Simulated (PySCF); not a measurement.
SF: script and output

The script input.py:

```python
from pyscf import gto, scf
from pyscf.prop.polarizability import uhf as pol

mol = gto.M(
    atom='S 0 0 0; F 0 0 1.6',
    basis='jorge-dzp',
    charge=0,
    spin=1,
    verbose=4,
)
mf = scf.UHF(mol)
mf.kernel()
print('polarizability (a.u.)')
print(pol.Polarizability(mf).polarizability().round(4))
mf.dip_moment()
print('orbital energies (hartree):', [e[max(0, n-3):n+3].round(4) for e, n in zip(mf.mo_energy, mol.nelec)])
```

```bash
$ OMP_NUM_THREADS=1 python input.py
```

The log (some set-up lines and the per-cycle HOMO/LUMO lines with their warnings removed):

```
PySCF version 2.14.0

[INPUT] Symbol           X                Y                Z      unit          X                Y                Z       unit  Magmom
[INPUT]  1 S      0.000000000000   0.000000000000   0.000000000000 AA    0.000000000000   0.000000000000   0.000000000000 Bohr   0.0
[INPUT]  2 F      0.000000000000   0.000000000000   1.600000000000 AA    0.000000000000   0.000000000000   3.023561799304 Bohr   0.0

nuclear repulsion = 47.6259489828
number of shells = 19
number of NR pGTOs = 73
number of NR cGTOs = 39
basis = jorge-dzp
ecp = {}

******** <class 'pyscf.scf.uhf.UHF'> ********
method = UHF
initial guess = minao
damping factor = 0
level_shift factor = 0
DIIS = <class 'pyscf.scf.diis.CDIIS'>
SCF conv_tol = 1e-09
SCF max_cycles = 50
number electrons alpha = 13  beta = 12
init E= -496.839372049727

cycle= 1 E= -496.891936880135  delta_E= -0.0526  |g|= 0.276  |ddm|=  1.1
cycle= 2 E= -496.920103314507  delta_E= -0.0282  |g|= 0.14  |ddm|= 0.313
cycle= 3 E= -496.927131461976  delta_E= -0.00703  |g|= 0.0379  |ddm|= 0.105
cycle= 4 E= -496.927993193877  delta_E= -0.000862  |g|= 0.0111  |ddm|= 0.0368
cycle= 5 E= -496.92817973046  delta_E= -0.000187  |g|= 0.00449  |ddm|= 0.0192
cycle= 6 E= -496.928221613464  delta_E= -4.19e-05  |g|= 0.00185  |ddm|= 0.0099
cycle= 7 E= -496.928229547501  delta_E= -7.93e-06  |g|= 0.000531  |ddm|= 0.0052
cycle= 8 E= -496.928230137557  delta_E= -5.9e-07  |g|= 0.000189  |ddm|= 0.00151
cycle= 9 E= -496.928230220959  delta_E= -8.34e-08  |g|= 0.000112  |ddm|= 0.000443
cycle= 10 E= -496.928230261823  delta_E= -4.09e-08  |g|= 4.42e-05  |ddm|= 0.000411
cycle= 11 E= -496.928230267419  delta_E= -5.6e-09  |g|= 9.56e-06  |ddm|= 0.00019
cycle= 12 E= -496.928230267529  delta_E= -1.1e-10  |g|= 3.27e-06  |ddm|= 2e-05
Extra cycle  E= -496.928230267536  delta_E= -6.37e-12  |g|= 1.99e-06  |ddm|= 3.54e-06
converged SCF energy = -496.928230267536  <S^2> = 0.76086193  2S+1 = 2.0108326
polarizability (a.u.)
Isotropic polarizability 11.9419684331
Polarizability anisotropy 7.34732197029
[[ 9.2153 -0.0788  0.    ]
 [-0.0788  9.7814 -0.    ]
 [ 0.     -0.     16.8293]]
Dipole moment(X, Y, Z, Debye):  0.00000, -0.00000, -1.53301
orbital energies (hartree): [array([-0.6744, -0.4705, -0.4077,  0.1086,  0.5004,  0.5371]), array([-0.6711, -0.644 , -0.3866,  0.004 ,  0.131 ,  0.5456])]
```

In short: E(SCF) = -496.928230 Eh, 12 cycles, ⟨S²⟩ = 0.761, μz(SCF) = -1.53 D, α(xx, yy, zz) = 9.2, 9.8, 16.8 bohr³.

Run time: 0.7 s on 1 thread of Intel Xeon 6975P-C (shared host).

The bond length is a typed value, not an optimised one. No search for the lowest solution was made.
